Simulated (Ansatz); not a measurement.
# FH4PSi, SMILES F[SiH2]P: a composite energy at a relaxed geometry

Computed with Ansatz 0.2.0, Python API.

The script, `fh4psi_composite.py`:
```python
"""A composite energy for FH4PSi: DFT geometry, MP2 basis limit, coupled-cluster correction."""

from dataclasses import dataclass
import itertools

import ansatz as az
from ase.data import atomic_numbers, covalent_radii
import numpy as np


@dataclass(frozen=True)
class Settings:
    basis_set: str = "def2-SVP"
    xc: str = "b3lyp"
    dispersion: str = "d3bj"


cfg = Settings()

GEOMETRY = """
F    -2.03390   -0.02890    0.26420
Si   -0.66980   -0.22290   -0.45820
P     0.88040   -0.24860    1.07920
H    -0.60130   -1.50080   -1.19080
H    -0.38730    0.89100   -1.40990
H     0.83130    1.13220    1.44350
H     2.04190   -0.09000    0.22640
"""

mol = az.Crystal.molecule()
for line in GEOMETRY.strip().splitlines():
    symbol, *xyz = line.split()
    mol = mol.atom(symbol, [float(v) for v in xyz])

base = mol.calculation().basis(gaussian=cfg.basis_set).functional(cfg.xc, dispersion=cfg.dispersion)
symbols = [site.symbol for site in mol.cartesian_sites]
start = np.array([site.position_ang for site in mol.cartesian_sites], dtype=float)
rep = base.relax(force_tolerance=0.01).run(threads=1).report
end = np.array(rep["positions_ang"])
# pairs closer than 1.2 times the sum of covalent radii, before or after
radius = [covalent_radii[atomic_numbers[s]] for s in symbols]
span = lambda where, i, j: np.linalg.norm(where[i] - where[j])
bonded = [(i, j) for i, j in itertools.combinations(range(len(symbols)), 2) if min(span(start, i, j), span(end, i, j)) < 1.2 * (radius[i] + radius[j])]
print("pair        before    after (A)")
for i, j in bonded:
    print(f"{symbols[i]}{i}-{symbols[j]}{j}".ljust(10), f"{span(start, i, j):8.4f} {span(end, i, j):8.4f}")

minimum = az.Crystal.molecule()
for symbol, place in zip(symbols, end):
    minimum = minimum.atom(symbol, place.tolist())
at_minimum = minimum.calculation()
# MP2 extrapolated to the basis limit, plus the small-basis difference CCSD(T) - MP2
level = lambda method, basis: at_minimum.basis(gaussian=basis).correlation(method).run(threads=1).report
small, large, cluster = level("mp2", "cc-pVDZ"), level("mp2", "cc-pVTZ"), level("ccsd_t", "cc-pVDZ")
corr = lambda each: (each["free_energy_ev"] - each["reference_energy_ev"]) / 27.211386246
mp2_limit = (27 * corr(large) - 8 * corr(small)) / 19
pieces = {"HF / cc-pVTZ": large["reference_energy_ev"] / 27.211386246, "MP2 correlation, DZ-TZ limit": mp2_limit, "CCSD(T) - MP2 / cc-pVDZ": corr(cluster) - corr(small)}
for name, value in pieces.items():
    print(f"{name:32s} {value:14.6f} Ha")
print(f"{'sum':32s} {sum(pieces.values()):14.6f} Ha")
print("T1 diagnostic", round(cluster["correlation"]["coupled_cluster"]["t1_diagnostic"], 4))
```

```console
$ python fh4psi_composite.py
pair        before    after (A)
F0-Si1       1.5557   1.6306
Si1-P2       2.1834   2.2667
Si1-H3       1.4746   1.4882
Si1-H4       1.4921   1.4881
P2-H5        1.4289   1.4297
P2-H6        1.4497   1.4322
HF / cc-pVTZ                        -731.567759 Ha
MP2 correlation, DZ-TZ limit          -0.586623 Ha
CCSD(T) - MP2 / cc-pVDZ               -0.051327 Ha
sum                                 -732.205709 Ha
T1 diagnostic 0.0124
```

Notes:
- Total energies depend on the basis set; only differences at equal settings carry meaning.
- The sum leaves out core correlation, relativity, the Hartree-Fock basis error and zero-point energy; a DZ-TZ extrapolation is rough.
- b3lyp holds the VWN-RPA fit, as in Gaussian; the form of ORCA and Turbomole is b3lyp5.
- Inner cores stay frozen, so this is valence correlation.
- For Al to Cl the sets with a tight d function, cc-pV(X+d)Z, are usual.
- An extrapolation from small basis sets is rough.
- The whole script took 19 s on 1 thread of Arm Neoverse V2, with other jobs on the host, peak memory 0.32 GiB.
